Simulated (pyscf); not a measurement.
A first-order saddle from PySCF, ωB97X-D3(BJ)/def2-SVP:

```
Si
H 1 1.4985
H 1 1.6860 2 118.78
Cl 3 1.5376 1 102.38 2 54.48
Cl 1 2.0626 2 103.88 3 134.59
```
Charge 0, spin multiplicity 1.

Surface: singlet, charge 0. Lowest wavenumbers (cm⁻¹): 1130i, 110, 319, 565, 600.

Which two sides does it connect, and which bonds change?

dichlorosilane (Cl–SiH₂–Cl) <-> hydrogen chloride (HCl) + :HSi–Cl [singlet], a 1,1-elimination read from left to right: Cl–Si, H–Si broken and Cl–H formed. At CCSD(T)/def2-TZVPP + ΔMP2(QZVPP) it lies +75.0 kcal/mol from the left side and +6.1 kcal/mol from the right (each side as separated species at their lowest minima found). On the product side the descent ends in a complex, 7.0 kcal/mol under the separated species and 10.6 kcal/mol under the saddle at ωB97X-D3(BJ)/def2-TZVP. At ωB97X-D3(BJ) the barrier from the zero used here is 78.5 kcal/mol. This is the saddle that the search found; another between the same sides may lie lower. The CCSD(T) − MP2 part came from Ansatz, without density fitting, on the same reference.
